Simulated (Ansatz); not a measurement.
The cluster S4⁻, relaxed as a quartet with UKS PBE-D4/def2-TZVPD in Ansatz, starting from the PBE-D4/def2-TZVPD geometry of the charge -1 doublet. Force threshold 0.02 eV/Å.

The highest occupied level of the charge -1 quartet lies above zero (up to 0.20 eV). It is a level of α spin, whose loss leaves a triplet; that state wasn't run at this geometry and level. The electron is either unbound and held by the finite basis, or the level is raised by self-interaction error. In the quartet geometry the species has come apart into loosely held pieces. The relaxation made no stability test and no search for a lower SCF solution. At PBE-D4/def2-TZVPD a doublet of charge -1 lies 1.04 eV below the quartet, each at its own geometry. The structure comes from a short search, and lower isomers may exist.

Start:

```xyz
4

S     1.4034    1.2831   -0.3351
S    -1.1183    0.1170    1.5697
S     0.6990   -0.3108   -1.2531
S    -0.9841   -1.0893    0.0185
```

(1) Estimate the energy that the relaxation releases and the steps that it takes.

(2) Does the start keep its bonding and symmetry?

(3) Predict the relaxed structure.

## Answers

(1) 1.32 eV, in 13 steps; 24 s on 4 threads of Arm Neoverse V2 on a shared host. The force fell under the threshold at step 11, but the optimiser went on. No frequencies were taken in this run, so the end may be a saddle point.

(2) Bonds lost: S3–S4 (atoms count from 1). The end holds 2 separate pieces. Point group C2v at the start, D2h at the end, both within 0.05 Å.

(3) 
```xyz
4

S     1.431    1.320   -0.329
S    -1.135    0.133    1.609
S     1.137   -0.132   -1.611
S    -1.433   -1.321    0.331
```
Bond lengths: 2 × S–S 1.96 Å.
